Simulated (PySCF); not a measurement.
B3LYP has the VWN-RPA correlation part, as in Gaussian. Excitations are Tamm–Dancoff values on a coarser integration grid. The basis has no diffuse functions, so Rydberg states are missing or too high.

Species: AlF$_{3}$, SMILES `[F][Al]([F])[F]` (charge 0, multiplicity 1).

Task: What S1–T1 gap (TDA), LUMO and HOMO–LUMO gap does PySCF with B3LYP-D3(BJ)/def2-TZVP give?

Result: 
```yaml
S1–T1 gap (TDA): 0.23 eV
LUMO: -1.92 eV
HOMO–LUMO gap: 9.49 eV
```
